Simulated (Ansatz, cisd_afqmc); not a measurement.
Species: CH, charge 1, singlet. A triplet may lie lower; no result for it is given here. CH+ (parent SMILES [CH], singlet).
B3LYP-D3(BJ)/def2-TZVP minimum from Ansatz (a first-principles code):
```xyz
2

C      0.0000     0.0000    -0.1625
H      0.0000     0.0000     0.9750
```
Charge +1, spin multiplicity 1.

Total energies in aug-cc-pVTZ, 4 correlated electrons, 1 frozen orbitals. Radicals and triplets start from unrestricted determinants; spin-orbit coupling is neglected. Correlated methods leave the cores frozen. No relativity. AFQMC is phaseless with a CISD trial state; ± is one standard error, without the phaseless bias. Outlying blocks are dropped, and bars are widened where a walk drifts. Over all cases where full CI ran beside it in this data, AFQMC minus full CI had a median of +0.1 mEh and passed +0.4 mEh in a tenth of the cases. The restricted determinant of CH+ (parent SMILES [CH], singlet) is unstable towards broken spin symmetry in at least one set run.

| method | program | energy (Eh) | error against FCI (mEh) |
|---|---|---|---|
| HF | Ansatz | -37.90757 | 117.49 |
| MP2 | Ansatz | -37.99316 | 31.90 |
| CCSD | Ansatz | -38.02232 | 2.74 |
| CCSD(T) | Ansatz | -38.02452 | 0.54 |
| CCSDT(Q) | Ansatz | -38.02503 | 0.03 |
| CCSDTQ | Ansatz | -38.02506 | 0.00 |
| AFQMC/CISD | cisd_afqmc | -38.0247 ± 0.0002 | 0.4 ± 0.2 |
| FCI | Ansatz | -38.02506 | 0.00 |

Rough core times of Ansatz's runs on a shared machine: CCSD(T) under 20 s, CCSDT(Q) under 20 s, CCSDTQ 30 s, FCI under 20 s.
